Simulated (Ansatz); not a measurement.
Born–Oppenheimer molecular dynamics of H4OSi (6 atoms, charge 0, multiplicity 1). It starts at the highest image of a converged band. Of that band: Beside the main top the profile has a ripple of under 15 meV (maxima at images 1, 4), which may be a very shallow well or noise. Neighbouring images differ by up to 2.1 eV, so the band resolves the path poorly. A vibrational analysis at the climbing image gives one clearly imaginary mode, 1470i cm⁻¹: a first-order saddle point.

Theory: RKS B3LYP-D4/def2-SVP in Ansatz 0.2.0.

```json
{
 "ensemble": "NVE (velocity Verlet)",
 "time step": "0.5 fs",
 "steps asked": "200",
 "starting velocities drawn for": "100 K",
 "seed": "3857"
}
```

First frame:

```xyz
6
Properties=species:S:1:pos:R:3
Si 0.160 0.043 -0.345
O 0.677 0.192 1.515
H 0.594 -0.662 1.974
H 1.515 0.009 0.550
H -0.715 1.246 -0.542
H -0.810 -1.110 -0.332
```

(1) How far do the bonds stretch over the last three quarters of this one trajectory? (Pairs bonded in most of those frames.)

Answers

(1) 
```csv
bond,mean (Å),spread (Å),shortest,longest
Si1–O2,1.720,0.103,1.55,1.86
Si1–H4,1.628,0.206,1.28,2.00
Si1–H5,1.532,0.072,1.40,1.66
Si1–H6,1.533,0.070,1.40,1.67
O2–H3,0.976,0.020,0.94,1.02
```

Mean temperature of the second half: 3481 K. The conserved energy stayed within 1.3 meV per atom of its start (net change -0.18 meV per atom), so the integration is sound. The kinetic energy rose, since the run started high on the potential surface and went downhill. A run of 0.1 ps of so small a system gives no equilibrium averages. The orbitals stay closed-shell, which can raise the energy where a bond breaks towards radicals; this wasn't checked here.

Time of the run: 4 min on 1 thread of AMD EPYC 7R43 64-Core Processor (Zen 3) (shared host), peak memory 0.11 GiB.
